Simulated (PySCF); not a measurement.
# PH5F+, an ion with solvent molecules: interaction energy

An exercise on one series of results from a longer session: the logs are not shown, and one member is left open.

Programs: PySCF 2.14.0. All values are calculated, for the isolated system unless a continuum is named. Atoms count from 0, parts from 1.

### The system as given

7 atoms, charge 1, multiplicity 1; geometry: GFN2-xTB. Parts: 1 = atoms 0–4, `[PH4+]`, charge 1; 2 = atoms 5–6, `F`, charge 0.

Set-up of the first run:

Job settings and geometry (Å):

```
{"job": {"xc": "PBE0", "basis": "def2-TZVPD", "d3": "d3bj", "grid": 3, "kind": "geom", "shake": 0.01}, "charge": 1, "multiplicity": 1, "parts": [{"atoms": "0-4", "charge": 1, "multiplicity": 1}, {"atoms": "5-6", "charge": 0, "multiplicity": 1}]}
P     -0.022616    -0.001255     0.027496
H     -0.960310    -0.139708     1.023357
H      0.857914    -0.984153     0.024992
H      0.596471     1.245870     0.100760
H     -0.719519    -0.039295    -1.184387
F      1.184792     0.128428     2.211351
H      1.665193     0.158073     3.031500
```

Command:

```console
$ OMP_NUM_THREADS=1 python cluster_run.py task.json out
```

The driver reads the jobs from task.json and runs them one after another.

Steps of the session up to this table: Geometry optimisation at PBE0-D3(BJ)/def2-TZVPD; Coupled-cluster interaction energy: CCSD(T) and MP2, 2.74 Å; Coupled-cluster interaction energy: CCSD(T) and MP2, 2.88 Å; Coupled-cluster interaction energy: CCSD(T) and MP2, 3.01 Å; Coupled-cluster interaction energy: CCSD(T) and MP2, 2.60 Å; Coupled-cluster interaction energy: CCSD(T) and MP2, 3.42 Å; Coupled-cluster interaction energy: CCSD(T) and MP2, 2.46 Å; Coupled-cluster interaction energy: CCSD(T) and MP2, 4.11 Å; Coupled-cluster interaction energy: CCSD(T) and MP2, 5.48 Å.

One of the session's tables, all rows but one given; the rest of the session is left out.

It belongs to the step «Coupled-cluster interaction energy: CCSD(T) and MP2, 5.48 Å». 

```
                 method  interaction energy (kcal/mol)
         HF/aug-cc-pVDZ                              ?
        MP2/aug-cc-pVDZ                          -3.39
       CCSD/aug-cc-pVDZ                          -3.40
    CCSD(T)/aug-cc-pVDZ                          -3.37
         HF/aug-cc-pVQZ                          -3.64
        MP2/aug-cc-pVQZ                          -3.40
    SCS-MP2/aug-cc-pVQZ                          -3.40
      MP2, extrapolated                          -3.41
CCSD(T), limit estimate                          -3.39
```

**Question.** Estimate the row for HF/aug-cc-pVDZ.

As computed: interaction energy (kcal/mol): -3.65. In the column «interaction energy (kcal/mol)» it is the lowest.
